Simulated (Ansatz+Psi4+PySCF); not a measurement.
**doublet SiS(+): levels of theory in one basis**

```
atom   x (Å)   y (Å)    z (Å)
  Si  0.0000  0.0000  -0.0071
   S  0.0000  0.0000   2.3231
```

Basis set: cc-pV(T+d)Z (spherical functions). Left uncorrelated: 10 orbitals. Correlation on ROHF uses semicanonical orbitals with singles. Charge 1, multiplicity 2.

Computed with Ansatz (development build ahead of 0.2.0) and Psi4 1.11; each method stands on the lowest determinant of its kind that the runs found.

```csv
method,E − E(ROHF) (eV),<S²> of the determinant
ROHF,0.00,0.75
UHF,-0.15,0.77
ROHF-MP2,-5.86,–
UHF-MP2,-5.83,0.77
ROHF-CCSDT,-7.20,–
UHF-CCSDT,-7.21,0.77
```

Caution for ROHF-MP2, ROHF-CCSDT: large amplitudes, a single reference is doubtful; a plain start can end on a higher determinant. Caution for ROHF-MP2, UHF-MP2: MP2 on this radical cation hangs on the determinant chosen.
